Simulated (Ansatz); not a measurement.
# Worked example: correlation energy of SeH⁺, singlet

Geometry: a PBE0/def2-TZVP stationary point for this spin. The triplet lies 1.3 eV lower here.

```
atom   x (Å)   y (Å)   z (Å)
  Se  0.0000  0.0000  0.0000
   H  0.0000  0.0000  1.4900
```

Basis aug-cc-pVDZ; Ansatz 0.2.0. Only valence electrons are correlated (noble-gas cores and the filled d shells of p-block atoms frozen), which leaves 6 electrons in 31 orbitals. Prefix R: restricted or restricted open-shell reference. No spin–orbit coupling is included, and no scalar relativity.

Full CI is exact within this basis and frozen core; it isn't the basis-set limit.

The determinant fills πx and πy unequally, so it is a mixture of Σ and Δ, which weighs on every level built on one determinant.

RCCSD has a T1 diagnostic of 0.009 and a largest doubles amplitude of 0.42.

Runs differ by some tens of microhartree through their thresholds, so steps under 0.03 kcal/mol mean nothing.

```
     level  total energy (hartree)
       RHF            -2399.979651
      RMP2            -2400.071842
     RCCSD            -2400.103093
  RCCSD(T)            -2400.109701
   RCCSDT*            -2400.115444
RCCSDT(Q)*            -2400.115848
  RCCSDTQ*            -2400.115731
   full CI            -2400.115729
```

**Question.** What is the correlation energy at full CI, and what share of it do RMP2 and RCCSD recover?

**Answer.** E(corr) = -2400.115729 − (-2399.979651) = -0.136078 hartree = -3.703 eV. RMP2: -0.092191 / -0.136078 = 67.75 %. RCCSD: -0.123442 / -0.136078 = 90.71 %.

**Question.** By how many kcal/mol does RCCSD(T) miss full CI (1 hartree = 627.509 kcal/mol), and which steps make up the rest?

**Answer.** -2400.109701 − (-2400.115729) = 0.006028 hartree = 3.78 kcal/mol. Steps: RCCSDT − RCCSD(T) = -3.60, RCCSDT(Q) − RCCSDT = -0.25, RCCSDTQ − RCCSDT(Q) = 0.07, full CI − RCCSDTQ = 0.00 kcal/mol. With more than one leading determinant such errors change with state and geometry, and needn't cancel in differences.

An asterisk marks runs whose energy the program itself flagged as in doubt.
